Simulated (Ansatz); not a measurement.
Energy needed to pull apart C2H6Al, doublet, into free ground-state atoms, from the structure below (displaced at random from a GFN2-xTB minimum); no zero-point or spin–orbit terms; open-shell atoms are treated unrestricted, in their ground-state multiplicity.

C1  (-1.184, 0.977, -1.219)
Al2  (0.093, 0.652, 0.300)
C3  (0.807, -0.974, 0.960)
H4  (-1.813, 0.048, -1.442)
H5  (-1.162, 1.891, -2.038)
H6  (1.023, 2.029, 0.638)
H7  (0.501, -2.174, 0.448)
H8  (1.811, -1.168, 0.916)
H9  (0.309, -1.471, 1.864)
(Å)

Ansatz 0.2.0; basis: def2-TZVPP; cores frozen in the correlated methods; orbitals are unrestricted.

| method | atomization energy (kJ/mol) |
| --- | --- |
| PBE-D4 | 2861 |
| r2SCAN-D4 | 2851 |
| PBE0-D4 | ? |
| r2SCAN0-D4 | 2817 |
| LC-wPBE | 2816 |
| wB97M-V | ? |
| HF | 2116 |
| MP2 | 2757 |
| CCSD | 2730 |
| CCSD(T) | 2761 |

**Question.** What does wB97M-V give? (Judge from chemistry; the value comes from the calculation.)

**Answer.** The calculation gives: 2827 kJ/mol, which is about 67 kJ/mol more than CCSD(T)/def2-TZVPP.

**Question.** What does PBE0-D4 give? (Judge from chemistry; the value comes from the calculation.)

**Answer.** Computed: 2826 kJ/mol, which is about 65 kJ/mol more than CCSD(T)/def2-TZVPP.

In triple zeta the MP2 and coupled-cluster atomization energies are still short of their basis limit by a few kcal/mol a bond, whereas those of the functionals are nearly converged, so these differences are not deviations from converged CCSD(T).

No T1 diagnostic of these runs exceeds 0.013. ⟨S²⟩ of the unrestricted Hartree–Fock references: 0.76 (a pure state has 0.75).

For scale, one of the runs: CCSD(T)/def2-TZVPP, 188 basis functions (an equivalent command: `ansatz run in.yaml --threads 8`). The run took 21 s on 8 CPU threads (shared host), with 4.8 GiB of host memory at its peak.
